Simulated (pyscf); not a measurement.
HO–Si(F)(F)–F + silanol (HO–SiH₃) → HO–Si(F)(F)–O–SiH₃ + hydrogen fluoride (HF) (four-centre exchange; singlet surface; F–Si, H–O broken, O–Si, F–H formed). Structures and frequencies: ωB97X-D3(BJ)/def2-SVP in PySCF. Energies in kcal/mol from the separated reactants.

```
level                   barrier  reaction energy
----------------------  -------  ---------------
PBE/def2-TZVP              17.9             +6.4
r²SCAN/def2-TZVP            ___              ___
PBE0-D3(BJ)/def2-TZVP      17.3             +4.1
M06-2X/def2-TZVP           17.3             +3.6
ωB97M-D3(BJ)/def2-TZVP     19.1             +4.6
HF/def2-TZVP                ___             +4.5
```

Question: What belongs in the gaps?

Answer: 
- r²SCAN/def2-TZVP, barrier: 17.2
- r²SCAN/def2-TZVP, reaction energy: +5.7
- HF/def2-TZVP, barrier: 36.4

The functionals in the table span 1.9 kcal/mol in this barrier, from r²SCAN to ωB97M-D3(BJ). On the reactant side the descent ends in an adduct with a O–Si contact, 5.3 kcal/mol over the separated species and 12.3 kcal/mol under the saddle at ωB97X-D3(BJ)/def2-TZVP. On the product side the descent ends in a complex, 7.5 kcal/mol under the separated species and 22.2 kcal/mol under the saddle at ωB97X-D3(BJ)/def2-TZVP. What is counted as formed (O–Si) is already present as a longer contact in the reactant adduct; forming that adduct is a step of its own. This is the saddle that the search found; another between the same sides may lie lower.
